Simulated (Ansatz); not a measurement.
# Scan of the N1–Si2 bond length

Si2NH3, singlet, at its PBE0-D4/def2-TZVP minimum:

```csv
atom,x (Å),y (Å),z (Å)
N1,1.2831,-2.4497,1.3567
Si2,0.6326,-1.2081,0.6690
Si3,-0.3439,0.6567,-0.3637
H4,-1.5532,0.1756,-1.0701
H5,0.6608,1.2063,-1.3024
H6,-0.6794,1.6192,0.7105
```

The bond length N1–Si2 (1.561 Å at the minimum) is set to the values below, with the rest relaxed at PBE0-D4/def2-TZVP at each step. Each method's energies count from its own value at the PBE0-D4 minimum structure. 3 of 9 computed points, where the reference changed state or T1 grew large, are left out. Program: Ansatz 0.2.0. Basis: def2-TZVPP. Cores are frozen in the correlated methods.

CCSD(T) energies along the scan:
```
bond length (Å)  CCSD(T) (eV)
          1.280         4.015
          1.346         2.163
          1.442         0.645
          1.555         0.010
          1.680         0.135
          1.814         0.747
```
They count from the CCSD(T) energy at the PBE0-D4 minimum.

Minimum and curvature along this coordinate at CCSD(T): A fifth-order fit through the nearest points gives 1.591 Å, with a curvature of about 46 eV/Å².

Largest difference from the CCSD(T) curve over the scan: PBE-D4 0.101; PBE0-D4 0.396; wB97M-V 0.531; HF 0.996 eV. Each curve counts from its own value at the minimum.

The T1 diagnostic stays at or below 0.034. The T1 diagnostic is large here, which may signal multireference character or strong orbital relaxation, so CCSD(T) is less sure. The restricted Hartree–Fock reference is unstable towards an unrestricted one at one or more of these structures. The program raised a doubt about the electronic state.

For scale, one of the runs: CCSD(T)/def2-TZVPP, 157 basis functions (an equivalent command: `ansatz run in.yaml --threads 2`). The run took 41 s on 2 CPU threads (shared host), with 1 GiB of host memory at its peak.
